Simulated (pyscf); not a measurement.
Optimised with ωB97X-D3(BJ)/def2-SVP in PySCF.

SMILES: [F][Ge]([GeH3])([GeH3])[GeH3]
```xyz
14

F      0.0132     1.9607    -1.4303
Ge    -0.5559     0.3828    -0.8725
Ge    -1.6295    -0.6452    -2.7638
Ge     1.4064    -0.8145    -0.1630
Ge    -2.0733     0.8408     0.9366
H     -2.1177    -2.0431    -2.3468
H     -0.6375    -0.7891    -3.9265
H     -2.8349     0.1891    -3.2198
H      0.9748    -2.1925     0.3675
H      2.1240    -0.0503     0.9585
H      2.3684    -1.0137    -1.3430
H     -2.6357    -0.4925     1.4582
H     -1.3383     1.5546     2.0800
H     -3.2356     1.7174     0.4496
```

**Question.** What is the homolytic dissociation enthalpy (298 K, ωB97M-D3(BJ)/def2-TZVP) of the F–Ge bond of F–Ge(GeH₃)(GeH₃)–GeH₃ (SMILES [F][Ge]([GeH3])([GeH3])[GeH3]), to F• + H₃Ge–Ge•(GeH₃)–GeH₃?

**Answer.** F–Ge to F• + H₃Ge–Ge•(GeH₃)–GeH₃: 116.7 kcal/mol. The 7 functionals that were run give +114.4 (PBE0-D3(BJ)) to +120.1 kcal/mol (PBE). Other isomers of H₃Ge–Ge•(GeH₃)–GeH₃ were not searched in full and may lie lower. Left out: the spin-orbit lowering of F. Elements up to Kr have no core potential and no relativistic terms here.
